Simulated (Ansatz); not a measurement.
in.yaml

```yaml
crystal:
  periodic: [false, false, false]
  atoms:
    - {symbol: B, position_ang: [-0.000235, -0.216621, -0.738904]}
    - {symbol: Si, position_ang: [0.000057, -0.360027, 1.164652]}
    - {symbol: P, position_ang: [0.000067, -0.246140, -2.494670]}
    - {symbol: H, position_ang: [0.000110, 0.822787, 2.068922]}
basis:
  gaussian: {orbitals: cc-pVDZ}
magnetization: {spin_polarized: true, initial_magnetization: 3}
hamiltonian: {xc: {name: B3LYP}}
correlation: {method: bccd, electrons: valence}
```

```sh
$ ansatz run in.yaml --threads 1 --pin off --events-out ev --progress --plain --max-ram 2393MiB
```

Log:

```
552 factors; integrals over basis functions are off by at most 1.4e-3 eV
mean field evaluation 1: about -17853.2408 eV, gradient 1.5e1 eV
mean field evaluation 2: about -17853.3336 eV, gradient 1.5e1 eV
mean field evaluation 4: about -17855.1214 eV, gradient 2.8e0 eV
mean field evaluation 8: about -17855.1990 eV, gradient 4.5e-1 eV
mean field evaluation 16: about -17855.2028 eV, gradient 4.3e-3 eV
mean field evaluation 32: about -17855.2879 eV, gradient 2.5e-2 eV
mean field evaluation 64: about -17855.2556 eV, gradient 3.9e-1 eV
mean field -17855.28792861 eV, -656.1697286275 hartree, gradient 2.4e-6 eV, S^2 3.776566; 5 other end points of the search recorded, 0 dependent functions left out
11 core orbitals not correlated: weight in the atoms' cores, before any rotation towards them, 1.000 or more for the frozen orbitals, at most 0.000 for the correlated occupied ones
reference -17817.79073251 eV, -654.7917320874 hartree; 8, 5 occupied and 36, 39 virtual orbitals, 552 factors
second order -6.64288851 eV of doubles, -0.31418972 eV of singles
cycle   1  -7.37333736 eV  change   -4.2e-1 eV  update   9.2e-2
cycle   2  -7.60210738 eV  change   -2.3e-1 eV  update   3.7e-2
cycle   3  -7.70408206 eV  change   -1.0e-1 eV  update   1.8e-2
cycle   4  -7.71134493 eV  change   -7.3e-3 eV  update   8.5e-3
cycle   5  -7.71113468 eV  change    2.1e-4 eV  update   5.6e-3
cycle   6  -7.70975625 eV  change    1.4e-3 eV  update   3.7e-3
cycle   7  -7.70964664 eV  change    1.1e-4 eV  update   2.2e-3
cycle   8  -7.70965042 eV  change   -3.8e-6 eV  update   1.1e-3
cycle   9  -7.70933797 eV  change    3.1e-4 eV  update   5.2e-4
cycle  10  -7.70932267 eV  change    1.5e-5 eV  update   3.0e-4
cycle  11  -7.70929877 eV  change    2.4e-5 eV  update   1.3e-4
cycle  12  -7.70929945 eV  change   -6.9e-7 eV  update   7.3e-5
cycle  13  -7.70932027 eV  change   -2.1e-5 eV  update   3.4e-5
cycle  14  -7.70930956 eV  change    1.1e-5 eV  update   1.9e-5
cycle  15  -7.70930316 eV  change    6.4e-6 eV  update   1.0e-5
Total energy: -17825.50003567 eV, -655.0750437530 hartree
```

Ran on 1 thread of AMD EPYC, shared host: 21 s wall, 0.21 GiB peak host memory.
